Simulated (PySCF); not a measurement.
# Oxygen: a sound run and one with changed settings

Sound run: O [He] 2s2 2p4, O⁺ [He] 2s2 2p3. Calculation: PySCF 2.14, in aug-cc-pVDZ (4s3p2d, 23 functions); no relativity, point nucleus. In the sound run the correlated levels freeze 1s2. The sound run starts from symmetry-adapted Hartree-Fock orbitals and uses a fine grid where one is needed.

A second run was set up differently.

```tsv
species	method	sound run (hartree)	changed run (hartree)	converged
O	UHF	-74.79660	-73.80415	yes
O	r2SCAN	-75.03924	-74.01528	yes
O	BP86	-75.06708	-74.02488	yes
O	MP2	-74.90697	-73.80415	yes
O⁺	UHF	-74.35350	-73.44358	yes
O⁺	r2SCAN	-74.53503	-73.60160	yes
O⁺	BP86	-74.54443	-73.59914	yes
O⁺	MP2	-74.42573	-73.44358	yes
```

Ionisation energy of O:

```json
{"method": "UHF", "sound run (eV)": "12.057", "changed run (eV)": "9.812"}
{"method": "r2SCAN", "sound run (eV)": "13.720", "changed run (eV)": "11.257"}
{"method": "BP86", "sound run (eV)": "14.222", "changed run (eV)": "11.585"}
{"method": "MP2", "sound run (eV)": "13.095", "changed run (eV)": "9.812"}
{"method": "SCS-MP2", "sound run (eV)": "13.115", "changed run (eV)": "9.812"}
```

**Question.** What was changed?
A. radial grid too coarse
B. angular grid far too coarse
C. all electrons correlated in a valence basis
D. minimal basis

**Answer.** D. It used basis STO-3G. A minimal basis cannot let orbitals breathe on ionisation and holds almost no correlation.
